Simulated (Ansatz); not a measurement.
We consider rock-salt TiC, described by LDA in Ansatz (plane waves, PAW).

Run with plane-wave cutoff 520 eV, 16×16×16 k mesh, Fermi–Dirac smearing 0.1 eV, perturbation theory, no spin polarisation, scalar-relativistic PAW data made under PBE.

The cell has the measured lattice parameters. Conventional cell: a = 4.3270 Å, b = 4.3270 Å, c = 4.3270 Å, α = 90.00°, β = 90.00°, γ = 90.00°.

Harmonic phonon frequencies (cm⁻¹; i marks an imaginary mode):

```
q point              frequencies
-------  -----------------------
Γ                            [?]
X        282 282 347 508 508 577
U                            [?]
L                            [?]
W        320 320 340 562 562 630
```

Q: Complete the blanks.

A: 
- Γ, frequencies: 0 0 0 506 506 506
- U, frequencies: 277 333 353 538 582 620
- L, frequencies: 251 251 441 558 558 707

No imaginary mode appears at these points.

Note: the cell isn't this level's own, so it is under some stress, which shifts stiffness and frequencies.

Ansatz is a first-principles code.
